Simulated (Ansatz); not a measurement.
Relaxation of C2H5FO2 (10 atoms, charge 0, multiplicity 1), to a largest force component of 0.015 eV/Å in at most 40 steps.

Level of theory: RKS B3LYP-D4/def2-SVPD (Ansatz 0.2.0).

```xyz
10
Properties=species:S:1:pos:R:3:forces:R:3
C -0.613 -0.952 -0.398 -2.11 2.72 -1.83
C 0.170 0.235 0.104 2.21 -1.01 -1.65
O 1.173 -0.208 0.925 0.54 1.01 2.73
O 0.764 1.024 -0.943 -1.47 0.34 1.12
F -0.570 1.069 0.838 -1.78 1.24 0.85
H -1.484 -0.524 -1.033 1.25 -0.73 0.76
H -0.031 -1.586 -1.015 0.88 -0.75 -0.66
H -1.047 -1.466 0.412 -0.45 -0.88 1.30
H 1.179 0.434 1.720 0.37 -1.56 -1.77
H 0.543 1.922 -0.608 0.57 -0.37 -0.86
```

Task: Where does it end, and by what steps?

Result: The forces met the threshold. After 22 steps the energy has fallen by 0.609 eV; H10 moved furthest, 0.61 Å.

```
step  energy less start (eV)  largest force component (eV/Å)  accepted
   0                  0.0000                           2.734       yes
   1                 -0.3761                           1.433       yes
   2                 -0.4921                           0.541       yes
   3                 -0.5284                           0.507       yes
   4                 -0.5404                           0.180       yes
   5                 -0.5492                           0.214       yes
   6                 -0.5512                           0.096       yes
   7                 -0.5484                           0.620        no
   8                 -0.5532                           0.059       yes
   9                 -0.5563                           0.161       yes
  10                 -0.5568                           0.606       yes
  11                 -0.5614                           0.115       yes
  12                 -0.5727                           0.438       yes
  13                 -0.5723                           0.814        no
  14                 -0.5775                           0.316       yes
  15                 -0.5873                           0.237       yes
  16                 -0.5915                           0.527       yes
  17                 -0.5953                           0.416       yes
  18                 -0.6005                           0.277       yes
  19                 -0.6084                           0.044       yes
  20                 -0.6089                           0.044       yes
  21                 -0.6091                           0.024       yes
  22                 -0.6091                           0.010       yes
```

```xyz
10
Properties=species:S:1:pos:R:3
C -0.625 -0.843 -0.434
C 0.156 0.244 0.272
O 1.021 -0.305 1.171
O 0.870 1.091 -0.567
F -0.775 1.059 0.959
H -1.363 -0.393 -1.109
H 0.068 -1.468 -1.010
H -1.146 -1.459 0.309
H 1.622 0.384 1.485
H 0.256 1.639 -1.072
```

Run time: 75 s on 2 threads of Intel(R) Xeon(R) Platinum 8488C (Sapphire Rapids), with other jobs on the host, peak memory 0.36 GiB.
